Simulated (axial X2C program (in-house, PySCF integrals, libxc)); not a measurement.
# HAlF: bond lengths and stretches, held linear

An exercise on one series of results from a longer session: the logs are not shown, and one member is left open.

The runs use an in-house X2C program for linear molecules on PySCF integrals; all-electron X2C, two-component (2c) or spin-free, H dyall-v3z, Al dyall-v3z, F dyall-av3z.

All values are calculated.

2 further runs of the same task are left out: 2 set aside as unsound or not needed.

Set-up of the first run:

task.json reads:

```json
{
 "zs": [
  1,
  13,
  9
 ],
 "q": 0,
 "bas": [
  "dyall-v3z",
  "dyall-v3z",
  "dyall-av3z"
 ],
 "r0": [
  1.58,
  1.9
 ],
 "symm": 0,
 "scan": [
  "PBE0",
  "HF",
  "PBE"
 ],
 "levels": [
  "PBE0",
  "HF",
  "BHandHLYP"
 ],
 "nst": 2
}
```

Keys: zs atomic numbers; q charge; bas basis sets; r0 starting distance in Å; symm equal bonds; scan levels of the two-bond scan (MP2 follows by itself at each HF point); levels methods; nst determinants followed.

On the command line:

```sh
$ python solin.py task.json out
```

Masses H 1.008, Al 26.982, F 18.998 u.

Steps of the session up to this table: Scan at PBE0, 2c; Scan at HF, 2c; Scan at PBE, 2c.

One table of the session follows, with a row left open; its other results are not shown here.

```
          level  r(H–Al) (Å)  r(Al–F) (Å)  lower stretch (cm⁻¹)  upper stretch (cm⁻¹)
       PBE0, 2c        1.735        1.678                 745.2                1266.2
         HF, 2c        1.744        1.651                 787.3                1142.9
        PBE, 2c        1.746        1.700                 708.5                1245.0
        MP2, 2c        1.709        1.683                 748.4                1335.4
PBE0, spin-free        1.735        1.678                 744.9                1266.6
  HF, spin-free        1.744        1.651                 787.1                1143.3
 PBE, spin-free            ?            ?                     ?                     ?
 MP2, spin-free        1.709        1.683                 748.2                1335.7
```

Estimate the missing values for PBE, spin-free.

The run gave: r(H–Al) (Å): 1.745; r(Al–F) (Å): 1.700; lower stretch (cm⁻¹): 708.3; upper stretch (cm⁻¹): 1245.4. In the column «r(H–Al) (Å)» it lies between HF, spin-free (1.744) and PBE, 2c (1.746).

Scans not shown above were run alike.

MP2 freezes inner shells (threshold -2 hartree). The molecule was held linear; bending was not examined, so a bent shape may lie lower.
